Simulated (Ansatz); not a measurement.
System: HgS (P3₂21, No. 154). Method: rVV10 (Ansatz, a first-principles code, plane waves, PAW).

Numerical settings: plane-wave cutoff 500 eV, 12×12×4 k mesh (along the axes of the cell as run), Fermi–Dirac smearing 0.05 eV, scalar-relativistic PAW data made under PBE.

Computed at the level's own relaxed cell.

**Question.** What does this level give for the volume per atom, lattice constant a, c axis length and band gap?

**Answer.** 
* **volume per atom**: 25.06 Å³/atom
* **lattice constant a**: 4.238 Å
* **c axis length**: 9.669 Å
* **band gap**: 1.16 eV (on the SCF k mesh)

Note: the volume lies 6 % above that of the published cell.

Spin–orbit coupling is not included.

The computed numbers hold no vibrational or temperature effects.

It cost roughly 2.5 core-minutes of CPU time.
